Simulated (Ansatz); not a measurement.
A made-up structure of AlH4S (charge +1), singlet:

| atom | x (Å) | y (Å) | z (Å) |
| --- | --- | --- | --- |
| Al1 | -0.4252 | 1.2155 | 0.2919 |
| S2 | 0.0380 | -1.1507 | 0.1608 |
| H3 | -0.8872 | -1.6943 | -0.6747 |
| H4 | 1.0957 | -1.3974 | 0.9793 |
| H5 | -0.7126 | 1.4877 | -1.1756 |
| H6 | 0.9994 | 1.7438 | 0.2520 |

It is relaxed with PBE-D4/def2-SVP and then PBE0-D4/def2-TZVP (Ansatz 0.2.0). Atoms count as bonded within 1.22 times the sum of their covalent radii (H–H: 0.88 Å). The end point is not checked to be a true minimum.

(1) Does its bonding change? (A judgement: the text doesn't fix the answer.)

## Answers

(1) Computed: No: no bond forms or breaks.

Where it ends: The first stage lowers the energy by 2.80 eV in 10 steps. It ends as AlH₄S ([AlH2][SH2]), total charge +1:
```csv
atom,x (Å),y (Å),z (Å)
Al1,-0.0206,1.1848,-0.1880
S2,0.4438,-1.1812,-0.3205
H3,-0.8212,-1.6506,-0.2845
H4,0.6995,-1.4232,0.9826
H5,-1.2323,1.4673,-1.1255
H6,1.0389,1.8074,0.7695
```

Labels in which every atom is bracketed show which atoms are joined, not bond orders.

For scale, one of the runs: PBE0-D4/def2-TZVP relaxation, 98 basis functions, launched by `ansatz run in.yaml --threads 2 --pin off --events-out ev --progress --plain --max-ram 4352MiB`. Hardware: 2 CPU threads of an Arm Neoverse V1, shared host. Wall time about 7 s.
